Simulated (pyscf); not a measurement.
PySCF, gas phase, ωB97X-D3(BJ)/def2-SVP geometries.

Q: Estimate the classical barrier height and the reaction energy of Cl–SiH•–Cl + ammonia (NH₃) → H₂N–Si•(Cl)–Cl + hydrogen (H₂) at ωB97M-D3(BJ)/def2-TZVP. The step runs on the doublet surface, breaks H–Si, H–N and forms N–Si, H–H; take the separated reactants as zero.

A: ΔE‡ = 1.12 eV, ΔE = -0.47 eV. Zero-point energy shifts the barrier by -0.07 eV. It is a four-centre exchange, with an imaginary mode of 1585i cm⁻¹. On the reactant side the descent ends in an adduct with a N–Si contact, 0.38 eV under the separated species and 1.52 eV under the saddle at ωB97X-D3(BJ)/def2-TZVP. What is counted as formed (N–Si) is already present as a longer contact in the reactant adduct; forming that adduct is a step of its own. At the saddle there is also a short H–Si contact that neither side keeps. One saddle was located; it need not be the lowest between these sides.
